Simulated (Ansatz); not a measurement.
Forces on a displaced structure

CH3NSi (SMILES N=C=[SiH2]), closed shell, at a frame of a short PBE0-D4/def2-SVP trajectory.

```xyz
6
angstrom
N 1.2291 0.8801 -0.9496
C 0.2313 0.4360 -0.3205
Si -0.4517 -0.8720 0.6223
H 1.2052 1.8115 -1.4465
H -1.5002 -1.5818 -0.0598
H -0.6695 -0.6722 2.1235
```

Computed with Ansatz 0.2.0 (basis: def2-TZVPP); correlated methods freeze the cores.

CCSD(T) forces from the calculation:
| atom | Fx | Fy | Fz (eV/Å) |
| --- | --- | --- | --- |
| N1 | -1.199 | 0.525 | 0.078 |
| C2 | 1.989 | 0.910 | -1.068 |
| Si3 | 0.261 | -0.356 | 1.470 |
| H4 | -0.401 | -1.073 | 0.807 |
| H5 | -0.652 | -0.192 | -0.326 |
| H6 | 0.003 | 0.186 | -0.961 |

**Question.** Which atom feels the largest CCSD(T) force, and how large is it?

**Answer.** C2, 2.43 eV/Å, along (0.82, 0.37, -0.44).

Root-mean-square difference of the force components from those of CCSD(T): PBE-D4 0.231; r2SCAN-D4 0.332; PBE0-D4 0.430; wB97M-V 0.393 eV/Å.

No T1 diagnostic of these runs exceeds 0.020. The restricted Hartree–Fock reference is unstable towards an unrestricted one here. A large double-excitation amplitude points to some diradical character; no triplet was computed. These are differences at one structure, and CCSD(T) in triple zeta is itself an approximation.

For scale, one of the runs: CCSD(T)/def2-TZVPP forces, 146 basis functions, launched by `ansatz run in.yaml --threads 2 --pin off --events-out ev --progress --plain --max-ram 3481MiB`. Time: 36 s of wall clock on 2 CPU threads; the host was shared. Peak host memory: 1.6 GiB.
